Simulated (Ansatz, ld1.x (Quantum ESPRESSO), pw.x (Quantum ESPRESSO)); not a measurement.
**tungsten (W): one change to the RRKJ potential, in the atom and in the sc crystal**

| Quantity | Value |
| --- | --- |
| Element | W |
| Generator | ld1.x (Quantum ESPRESSO) 7.5 |
| Type | norm-conserving RRKJ (Kleinman–Bylander form) |
| Functional | LDA (PW92) |
| Relativity | scalar-relativistic |
| Frozen core | [Xe] 4f14 |
| Valence charge | 6 |
| Reference configuration | 5d4 6s2 6p0 |
| Partial waves | 6p (bound, empty): rc 2.65 bohr; 5d (bound): rc 2.10 bohr; 6s (bound): rc 2.70 bohr |
| Local potential | the s channel |
| Core correction | Bessel-smoothed model core inside 2.15 bohr |

Change: wave 5d (bound): rc 2.10 bohr becomes 5d (bound): rc 2.98 bohr.

Cutoffs, loose and tight: the cutoffs (Ry, on a coarse ladder) from which the occupation-weighted sum of valence levels, in a spherical-Bessel basis at the reference potential, stays within 10 and 1 mRy of its value at 400 Ry. They do not see the model core or the augmentation charge, which bear on the density cutoff. Test errors are all-electron minus pseudo excitation energies from the reference, over the configurations 5d4 6s1 6p0; 5d4 6s0 6p0; 5d3 6s0 6p0; 5d4 6s0 6p1; 5d2 6s0 6p0; 5d4 6s1 6p1; 5d3 6s2 6p0 (two spin-polarised tests are not counted in the largest error); variants that change the core or the reference have their own tests.

Crystal test: sc W in pw.x 7.5, no spin, 13³ k-points, Fermi–Dirac smearing 0.01 Ry, cutoffs set for each file from its atomic test. The reference is all-electron LAPW (Ansatz 0.2.0) with the same functional, mesh and smearing; V0 and B0 come from Birch–Murnaghan fits to the pressures at five volumes. Errors are pseudo minus all-electron; Δ is the rms difference of the E(V) curves that follow from these fits, minima aligned, over ±6 % about the mean V0. Mesh and smearing are coarse, so the numbers serve the comparison and aren't converged zero-temperature values; the lattice is a test structure that the element need not adopt.

All-electron: a0 = 2.590 Å (V0 = 17.36 Å³/atom), B0 = 240.5 GPa.

Does the change bring the crystal closer to the all-electron result?

The mean pressure error goes from +7.79 to +7.75 GPa, a small move against the size of the error.

```json
{"quantity": "outcome (atom)", "base": "generated", "changed": "generated"}
{"quantity": "cutoff, loose (atom)", "base": "30 Ry", "changed": "18 Ry"}
{"quantity": "cutoff, tight (atom)", "base": "35 Ry", "changed": "21 Ry"}
{"quantity": "bound ghosts (atom)", "base": "none", "changed": "none"}
{"quantity": "largest test error (meV) (atom)", "base": "-660", "changed": "-322"}
{"quantity": "cutoffs in pw.x (Ry)", "base": "50/200", "changed": "50/200"}
{"quantity": "a0 (Å)", "base": "2.617", "changed": "2.617"}
{"quantity": "a0 error (%)", "base": "+1.07", "changed": "+1.08"}
{"quantity": "B0 error (%)", "base": "-2.5", "changed": "-4.3"}
{"quantity": "Δ (meV/atom)", "base": "29.3", "changed": "29.2"}
{"quantity": "mean pressure error (GPa)", "base": "+7.79", "changed": "+7.75"}
```

Base: The largest radius (2.70 bohr) exceeds half the bond length (2.45 bohr), so the spheres overlap, which is one possible source of error among others. This is a poor potential for the solid. Changed file: The largest radius (2.98 bohr) exceeds half the bond length (2.45 bohr), so the spheres overlap, which is one possible source of error among others. This is a poor potential for the solid. The atomic cutoffs weigh occupied waves only.
